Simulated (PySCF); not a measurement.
Ligands exchanged one at a time, B Cl-OH. Gas-phase values, no solvent. One relaxed conformer stands for each flexible species; it need not be the lowest. Strings in code marks are SMILES.

The S1 excitation (TDA) from two functionals at the same geometries (PBE0-D3(BJ)/def2-TZVP), both in PySCF: PBE-D3(BJ)/def2-TZVP and ωB97X-D3(BJ)/def2-TZVP. Excitations are Tamm–Dancoff values on a coarser integration grid. The basis has no diffuse functions, so Rydberg states are missing or too high.

```json
[
 {"species": "0 of 3 Cl replaced by OH (`ClB(Cl)Cl`)", "ωB97X-D3(BJ)/def2-TZVP (eV)": "6.16"},
 {"species": "1 of 3 Cl replaced by OH (`OB(Cl)Cl` (H–O–B–Cl torsion 180°))", "ωB97X-D3(BJ)/def2-TZVP (eV)": "7.43"},
 {"species": "3 of 3 Cl replaced by OH (`OB(O)O`)", "ωB97X-D3(BJ)/def2-TZVP (eV)": "8.20"}
]
```

Problem. What does PBE-D3(BJ)/def2-TZVP give for each?

Solution. 
- 0 of 3 Cl replaced by OH (`ClB(Cl)Cl`): 5.12
- 1 of 3 Cl replaced by OH (`OB(Cl)Cl` (H–O–B–Cl torsion 180°)): 6.33
- 3 of 3 Cl replaced by OH (`OB(O)O`): 6.76
Over these rows, drawn at random from the members with no instability flagged (it was tested for open shells, ions and some series alone), PBE minus ωB97X-D3(BJ): mean -1.20 eV, from -1.45 eV to -1.04 eV.
